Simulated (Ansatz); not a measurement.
`CC/C=C/N` + H₂S → `N/C=C/CS` + CH₄  (substitution at a C–C bond)

Gas-phase electronic energies from Ansatz, PBE0-D4/def2-TZVP geometries. CCSD(T)/CBS adds triple-zeta CCSD(T) − MP2 to the extrapolated MP2 energy (def2 sets, frozen cores). This one scheme is used for every species. Double bonds are as drawn, so ΔE can hold a change between cis and trans. DFT in def2-TZVPP. B3LYP here is the variant with VWN-RPA as its local correlation; programs differ in this. Each species was taken in one conformer, which may not be the lowest.

`CC/C=C/N`:

```xyz
14

C    -0.793   -1.162    1.590
C    -1.068   -0.453    0.268
C     0.174   -0.150   -0.504
C     0.598    1.083   -0.778
N     1.796    1.433   -1.386
H    -1.722   -1.399    2.116
H    -0.178   -0.539    2.244
H    -0.255   -2.099    1.426
H    -1.611    0.480    0.457
H    -1.738   -1.079   -0.334
H     0.775   -1.000   -0.825
H     0.007    1.937   -0.455
H     2.257    0.679   -1.872
H     1.757    2.268   -1.947
```

H₂S:

Cartesian coordinates in Å:
```
S 0.509 -0.301 -0.186
H -0.717 -0.693 0.191
H 0.209 0.994 -0.005
```

`N/C=C/CS`:

Z-matrix (Å, degrees):
```
C
S 1 1.833
C 1 1.483 2 109.4
H 1 1.092 2 107.5 3 121.1
H 1 1.091 2 109.2 3 -121.2
H 2 1.344 1 97.5 3 -164.9
C 3 1.335 1 122.7 2 -107.9
H 3 1.087 1 117.2 2 69.2
N 7 1.378 3 126.6 1 174.7
H 7 1.087 3 119.4 1 -1.8
H 9 1.007 7 116.2 3 15.7
H 9 1.006 7 116.2 3 152.3
```

CH₄:

Z-matrix (Å, degrees):
```
C
H 1 1.090
H 1 1.090 2 109.5
H 1 1.090 2 109.5 3 -120.0
H 1 1.090 2 109.5 3 120.0
```

```
             level  ΔE (kcal/mol)
               PBE           -1.2
              PBE0           -0.4
             B3LYP           -0.6
SCS-MP2/def2-TZVPP            0.3
CCSD(T)/def2-TZVPP            0.8
     HF/def2-QZVPP            1.2
    MP2/def2-QZVPP           -0.5
SCS-MP2/def2-QZVPP           -0.1
```

Q: What does CCSD(T)/CBS give? (Estimate.)

A: The calculation gave: +0.2 kcal/mol. The listed levels differ from it by -1.4, -0.6, -0.8, 0.1, 0.6, 1.0, -0.7, -0.3 kcal/mol.

Largest T1 diagnostic among the species: 0.011.

From PBE to PBE0 (25 % exact exchange), in def2-TZVPP and without D4, ΔE moves by +0.8 kcal/mol.
